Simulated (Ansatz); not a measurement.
Born–Oppenheimer molecular dynamics of CH₅B (7 atoms, charge 0, multiplicity 1). It starts from a rough guess of a transition structure, not a stationary point.

Computed with UKS PBE-D4/def2-SVP (Ansatz 0.2.0).

* ensemble: NVE (velocity Verlet)
* time step: 0.5 fs
* steps asked: 150
* starting velocities drawn for: 300 K
* seed: 758533

Frames 1 fs apart, positions in Å, forces in eV/Å.

Velocities at 45.0 fs (Å/ps):

```
B 3.98 -2.65 -0.38
H -25.05 -2.92 -22.97
C -1.03 0.34 10.38
H -33.95 23.49 13.04
H 9.97 -27.82 14.89
H -32.42 -0.15 -73.22
H 51.05 31.80 -51.29
```

```xyz
7
Properties=species:S:1:pos:R:3:forces:R:3 time_fs=45.0 energy_less_start_eV=-0.765 T=1482
B -0.126 -0.337 0.675 0.80 -0.48 5.07
H -0.274 0.620 1.601 0.68 -1.40 -0.66
C -0.186 0.329 -0.614 -4.48 0.61 -2.89
H -0.816 -0.188 -1.566 2.97 1.19 1.35
H 0.099 -1.468 1.220 -0.64 0.60 -1.01
H -1.258 0.725 -0.172 1.64 0.07 -0.69
H 0.496 1.242 -0.508 -0.97 -0.60 -1.16
7
Properties=species:S:1:pos:R:3:forces:R:3 time_fs=46.0 energy_less_start_eV=-0.695 T=1375
B -0.122 -0.340 0.677 0.72 -0.85 5.24
H -0.295 0.610 1.575 0.71 -1.31 -0.40
C -0.189 0.330 -0.605 -3.95 1.59 -3.62
H -0.835 -0.159 -1.546 3.08 0.81 1.05
H 0.106 -1.493 1.230 -0.62 0.95 -1.17
H -1.282 0.726 -0.248 1.76 0.29 -0.23
H 0.542 1.270 -0.564 -1.70 -1.48 -0.88
7
Properties=species:S:1:pos:R:3:forces:R:3 time_fs=47.0 energy_less_start_eV=-0.766 T=1484
B -0.117 -0.344 0.683 0.63 -1.06 4.85
H -0.310 0.588 1.545 0.69 -1.04 0.02
C -0.195 0.332 -0.598 -3.21 2.13 -3.93
H -0.826 -0.123 -1.517 2.95 0.25 0.45
H 0.107 -1.508 1.229 -0.56 1.08 -1.19
H -1.290 0.729 -0.326 1.60 0.58 0.29
H 0.571 1.283 -0.629 -2.10 -1.94 -0.49
7
Properties=species:S:1:pos:R:3:forces:R:3 time_fs=48.0 energy_less_start_eV=-0.945 T=1758
B -0.111 -0.348 0.694 0.52 -1.16 3.88
H -0.319 0.556 1.516 0.58 -0.56 0.61
C -0.204 0.336 -0.595 -2.08 2.39 -3.52
H -0.788 -0.084 -1.484 2.46 -0.55 -0.59
H 0.103 -1.513 1.216 -0.45 1.00 -1.10
H -1.282 0.738 -0.402 1.15 0.94 0.81
H 0.580 1.279 -0.699 -2.19 -2.05 -0.09
7
Properties=species:S:1:pos:R:3:forces:R:3 time_fs=49.0 energy_less_start_eV=-1.124 T=2034
B -0.105 -0.354 0.709 0.41 -1.17 2.41
H -0.322 0.519 1.493 0.40 0.11 1.32
C -0.214 0.341 -0.595 -0.60 2.52 -2.20
H -0.726 -0.051 -1.457 1.57 -1.61 -2.14
H 0.094 -1.509 1.193 -0.29 0.70 -0.90
H -1.264 0.755 -0.469 0.48 1.29 1.21
H 0.569 1.255 -0.769 -1.98 -1.84 0.29
7
Properties=species:S:1:pos:R:3:forces:R:3 time_fs=50.0 energy_less_start_eV=-1.264 T=2253
B -0.099 -0.361 0.725 0.27 -0.94 0.71
H -0.321 0.483 1.482 0.17 0.82 2.01
C -0.225 0.349 -0.596 0.58 2.35 -0.44
H -0.650 -0.033 -1.450 0.66 -2.63 -3.61
H 0.083 -1.498 1.161 -0.10 0.15 -0.61
H -1.241 0.785 -0.526 -0.19 1.51 1.37
H 0.539 1.213 -0.837 -1.39 -1.25 0.57
7
Properties=species:S:1:pos:R:3:forces:R:3 time_fs=51.0 energy_less_start_eV=-1.478 T=2584
B -0.092 -0.368 0.742 0.05 -0.25 -0.78
H -0.318 0.455 1.490 -0.01 1.24 2.39
C -0.235 0.358 -0.598 0.44 1.26 0.28
H -0.567 -0.040 -1.477 0.35 -2.88 -3.54
H 0.070 -1.486 1.124 0.11 -0.61 -0.27
H -1.220 0.830 -0.569 -0.61 1.44 1.27
H 0.496 1.160 -0.899 -0.33 -0.20 0.66
7
Properties=species:S:1:pos:R:3:forces:R:3 time_fs=52.0 energy_less_start_eV=-1.728 T=2964
B -0.086 -0.376 0.759 -0.27 0.96 -1.66
H -0.316 0.438 1.521 -0.05 1.12 2.25
C -0.245 0.368 -0.600 -0.83 -0.83 -0.50
H -0.481 -0.073 -1.537 0.38 -2.08 -1.53
H 0.059 -1.480 1.083 0.30 -1.39 0.01
H -1.204 0.888 -0.600 -0.63 1.04 1.00
H 0.450 1.105 -0.955 1.10 1.17 0.43
7
Properties=species:S:1:pos:R:3:forces:R:3 time_fs=53.0 energy_less_start_eV=-1.790 T=3061
B -0.079 -0.383 0.774 -0.63 2.23 -1.85
H -0.314 0.431 1.573 0.05 0.54 1.62
C -0.255 0.378 -0.602 -1.92 -2.71 -1.47
H -0.391 -0.127 -1.611 0.10 -0.89 0.79
H 0.051 -1.487 1.043 0.42 -1.82 0.15
H -1.194 0.955 -0.622 -0.34 0.41 0.71
H 0.415 1.061 -1.008 2.32 2.24 0.05
7
Properties=species:S:1:pos:R:3:forces:R:3 time_fs=54.0 energy_less_start_eV=-1.679 T=2892
B -0.073 -0.388 0.787 -0.92 2.94 -1.56
H -0.311 0.430 1.641 0.21 -0.17 0.78
C -0.267 0.386 -0.605 -1.88 -3.22 -2.09
H -0.300 -0.189 -1.678 -0.47 0.07 2.25
H 0.046 -1.511 1.004 0.44 -1.61 0.13
H -1.188 1.027 -0.637 0.06 -0.30 0.47
H 0.401 1.038 -1.059 2.57 2.28 0.03
7
Properties=species:S:1:pos:R:3:forces:R:3 time_fs=55.0 energy_less_start_eV=-1.489 T=2598
B -0.068 -0.390 0.799 -1.09 2.89 -1.15
H -0.306 0.427 1.716 0.35 -0.76 -0.04
C -0.281 0.391 -0.610 -0.80 -2.52 -2.60
H -0.214 -0.250 -1.724 -1.04 0.71 2.88
H 0.045 -1.550 0.967 0.39 -0.83 0.05
H -1.181 1.096 -0.647 0.39 -0.92 0.28
H 0.411 1.036 -1.110 1.81 1.42 0.59
7
Properties=species:S:1:pos:R:3:forces:R:3 time_fs=56.0 energy_less_start_eV=-1.219 T=2182
B -0.064 -0.390 0.810 -1.15 2.36 -0.84
H -0.299 0.417 1.790 0.44 -1.13 -0.69
C -0.295 0.394 -0.617 0.60 -1.53 -2.94
H -0.138 -0.305 -1.743 -1.51 1.13 3.03
H 0.049 -1.596 0.930 0.31 0.16 0.00
H -1.170 1.156 -0.655 0.58 -1.39 0.11
H 0.438 1.048 -1.155 0.75 0.39 1.33
```

Of the whole run (75 fs, mean temperature of the second half 1999 K): The conserved energy stayed within 1.3 meV per atom of its start (net change 0.58 meV per atom), so the integration is sound. The system heated up, since it started high on the potential surface and ran downhill. A run of 0.075 ps of so small a system gives no equilibrium averages. The orbitals stay closed-shell, which can raise the energy where a bond breaks towards radicals; this wasn't checked here.

Run time: 3.2 min on 1 thread of Arm Neoverse V1 (shared host), peak memory 0.098 GiB.
